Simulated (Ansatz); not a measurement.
Working through a ranking of conformers of CH3FS2, SMILES FCSS

Computed with the Python package of Ansatz (0.2.0).

Run as a notebook:

```python
import ansatz as az
from rdkit import Chem
from rdkit.Chem import AllChem

SETTINGS = {
    "basis_set": "cc-pVDZ",
    "functional": "B3LYP",
}
```

```python
rd = Chem.AddHs(Chem.MolFromSmiles("FCSS"))
ids = list(AllChem.EmbedMultipleConfs(rd, numConfs=20, randomSeed=371, pruneRmsThresh=0.4))
field = [energy for _, energy in AllChem.MMFFOptimizeMoleculeConfs(rd)]
distinct = {round(e, 2): i for i, e in zip(ids, field)}
chosen = sorted(distinct.items())[:3]
found = []
for force_field, index in chosen:
    mol = az.Crystal.molecule()
    for atom, xyz in zip(rd.GetAtoms(), rd.GetConformer(index).GetPositions()):
        mol = mol.atom(atom.GetSymbol(), xyz.round(5).tolist())
    base = (
        mol.calculation()
        .basis(gaussian=SETTINGS["basis_set"])
        .functional(SETTINGS["functional"])
    )
    found.append(base.run().report["free_energy_ev"])
print("conformer   MMFF (kcal/mol)   this level (kJ/mol)")
for (force_field, index), e in zip(chosen, found):
    print(f"{index:9d} {force_field - chosen[0][0]:17.2f} {96.485332 * (e - min(found)):17.3f}")
```

    conformer   MMFF (kcal/mol)   this level (kJ/mol)
            1              0.00             0.000
            2              0.42             8.067

Caveats:
- The conformers keep their force-field geometries.
- b3lyp holds the VWN-RPA fit, as in Gaussian; the form of ORCA and Turbomole is b3lyp5.
- Run time: 5.1 s on 1 thread of Arm Neoverse V2, with other jobs on the host, peak memory 0.26 GiB.
